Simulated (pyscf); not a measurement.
Thermochemistry of product channels of H₂N–NH–SiH₃ on the singlet surface, in kcal/mol, from ωB97M-D3(BJ)/def2-TZVP energies (ideal gas, 1 atm, RRHO with modes under 100 cm⁻¹ raised to 100, one conformer, R ln 2 for rigid chiral ones). Single points on ωB97X-D3(BJ)/def2-SVP structures (PySCF, gas phase).

```json
[
 {"products": "H₂N–SiH₂–NH₂", "ΔE": "-57.4", "ΔH(298 K)": "-56.8", "ΔG(298 K)": "-56.5", "ΔG(600 K)": "-56.5"},
 {"products": "HN=N–SiH₃ + hydrogen (H₂)", "ΔE": "+45.5", "ΔH(298 K)": "+37.7", "ΔG(298 K)": "+29.9", "ΔG(600 K)": "+21.6"}
]
```

These are energies of the channels, which say nothing of barriers. HN=N–SiH₃ lies 71.5 kcal/mol over its isomer H₂N–Si:–NH₂ [singlet], and others may lie lower still (electronic energy, ωB97M-D3(BJ)).
